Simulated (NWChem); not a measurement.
**Polarisability of chlorine (Cl2)**

```xyz
2

Cl     0.0000     0.0000     1.0128
Cl     0.0000     0.0000    -1.0128
```
Charge 0, spin multiplicity 1.

The numbers come from NWChem runs, not from measurements. Structure: optimised with PBE0/def2-SVP, a minimum by its harmonic frequencies.

Basis set: 6-31G*. Static limit. This basis has no diffuse functions, which lowers polarisabilities.

The Pople sets run with spherical d functions.

Q: For the isotropic polarisability, PBE0 gives 18.15 bohr³ and HF gives 19.14 bohr³. What do PBE give?

A: PBE: 17.97 bohr³.
